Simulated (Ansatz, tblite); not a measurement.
# B(OMe2)H3 (C₂H₉BO): a ladder of methods and basis sets

The task here is to estimate one member of a computed series from the others.

Computed with Ansatz 0.2.0, Gaussian basis. Level: as each input shows.

Plan: GFN1-xTB, GFN2-xTB, PBE-D4/def2-TZVP, r2SCAN-D4/def2-TZVP, LDA/def2-TZVP, PBE-QIDH/def2-TZVP, r2SCAN0-D4/def2-TZVP, LC-ωPBE/def2-TZVP, r2SCANh-D4/def2-TZVP, B3LYP-D4/def2-TZVP, B2PLYP/def2-TZVP, PBE-D4/def2-SVP, PBE0-D4/def2-SVP, HF/6-31G, B3LYP-D4/6-31G, CCSD(T)/def2-TZVPP, MP2/def2-TZVP, RPA/def2-TZVP.

## The geometry

The geometry is that of the singlet, from an earlier relaxation (PBE-D4/def2-SVP).

13 atoms, charge 0, spin multiplicity 1.

Bond lengths: B1–O2 1.652 Å, B1–H11 1.226 Å, B1–H12 1.234 Å, B1–H13 1.226 Å, O2–C3 1.437 Å, O2–C4 1.437 Å, C3–H5 1.103 Å, C3–H6 1.111 Å, C3–H7 1.108 Å, C4–H8 1.111 Å, C4–H9 1.108 Å, C4–H10 1.103 Å. Angles: O2–B1–H11 103.2°, O2–B1–H12 104.2°, O2–B1–H13 103.2°, H11–B1–H12 114.6°, H11–B1–H13 114.9°, H12–B1–H13 114.6°, B1–O2–C3 113.6°, B1–O2–C4 113.6°, C3–O2–C4 113.2°, O2–C3–H5 106.5°, O2–C3–H6 110.3°, O2–C3–H7 109.0°, H5–C3–H6 109.7°, H5–C3–H7 110.7°, H6–C3–H7 110.7°, O2–C4–H8 110.3°, O2–C4–H9 109.0°, O2–C4–H10 106.5° and more.

PBE0-D4/def2-TZVP was run before; its log isn't repeated, and its numbers join the tables.

The first run:

Tight binding, by tblite at 300 K electronic temperature and without a spin-polarisation term:

```python
tblite.interface.Calculator('GFN1-xTB', numbers, positions, charge=0, uhf=0).singlepoint()
```

Tight binding, by tblite at 300 K electronic temperature and without a spin-polarisation term:

```python
tblite.interface.Calculator('GFN2-xTB', numbers, positions, charge=0, uhf=0).singlepoint()
```

start.molden holds the orbitals of an earlier run on this state, given as this run's starting guess.

in.yaml

```yaml
crystal:
  periodic: [false, false, false]
  atoms:
    - {symbol: B, position_ang: [0.191075, -0.333756, -1.494938]}
    - {symbol: O, position_ang: [0.200442, -0.338852, 0.157168]}
    - {symbol: C, position_ang: [-1.105940, -0.481892, 0.739303]}
    - {symbol: C, position_ang: [0.960655, 0.737809, 0.730634]}
    - {symbol: H, position_ang: [-1.560176, -1.372553, 0.272903]}
    - {symbol: H, position_ang: [-1.725995, 0.413226, 0.518341]}
    - {symbol: H, position_ang: [-0.999826, -0.623474, 1.833398]}
    - {symbol: H, position_ang: [0.473906, 1.712235, 0.511345]}
    - {symbol: H, position_ang: [1.042510, 0.579099, 1.824465]}
    - {symbol: H, position_ang: [1.956064, 0.704914, 0.256047]}
    - {symbol: H, position_ang: [1.383456, -0.325826, -1.782103]}
    - {symbol: H, position_ang: [-0.414962, 0.699567, -1.791201]}
    - {symbol: H, position_ang: [-0.401211, -1.370498, -1.775352]}
basis:
  gaussian: {orbitals: def2-TZVP, initial_orbitals: start.molden}
hamiltonian: {xc: pbe, dispersion: d4}
scf: {omitted_lower_state_checks: [starts]}
output: {forces: true, orbitals: {seedname: orbitals}}
```

Started as:

```bash
$ ansatz run in.yaml --threads 4 --pin off --events-out ev --progress --plain --max-ram 3916MiB
```

Steps of the session up to this table: PBE-D4/def2-TZVP; r2SCAN-D4/def2-TZVP; LDA/def2-TZVP; PBE-QIDH/def2-TZVP; r2SCAN0-D4/def2-TZVP; LC-ωPBE/def2-TZVP; r2SCANh-D4/def2-TZVP; B3LYP-D4/def2-TZVP; B2PLYP/def2-TZVP; PBE-D4/def2-SVP; PBE0-D4/def2-SVP; HF/6-31G; B3LYP-D4/6-31G; CCSD(T)/def2-TZVPP; MP2/def2-TZVP; RPA/def2-TZVP.

One table of the session follows, with a row left open; its other results are not shown here.

It belongs to the step «Binding energy». 

| method | binding an atom (eV) |
| --- | --- |
| HF/6-31G | 2.617 |
| HF/def2-TZVP | 2.745 |
| HF/def2-TZVPP | 2.750 |
| LDA/def2-TZVP | 4.163 |
| PBE-D4/def2-SVP | 3.745 |
| PBE-D4/def2-TZVP | 3.715 |
| r2SCAN-D4/def2-TZVP | 3.675 |
| r2SCANh-D4/def2-TZVP | 3.658 |
| B3LYP-D4/6-31G | 3.613 |
| B3LYP-D4/def2-TZVP | 3.678 |
| PBE0-D4/def2-SVP | 3.699 |
| PBE0-D4/def2-TZVP | 3.666 |
| r2SCAN0-D4/def2-TZVP | 3.634 |
| LC-ωPBE/def2-TZVP | 3.650 |
| MP2/def2-TZVP | 3.564 |
| CCSD/def2-TZVPP | ? |
| CCSD(T)/def2-TZVPP | 3.599 |

Q: Estimate the row for CCSD/def2-TZVPP from the others.

As computed: binding an atom (eV): 3.558. In the column «binding an atom (eV)» it lies between HF/def2-TZVPP (2.750) and MP2/def2-TZVP (3.564).

Caveats from the session: Free atoms were run apart at each level; binding is atoms less cluster, divided by the number of atoms, without zero-point or spin-orbit terms.
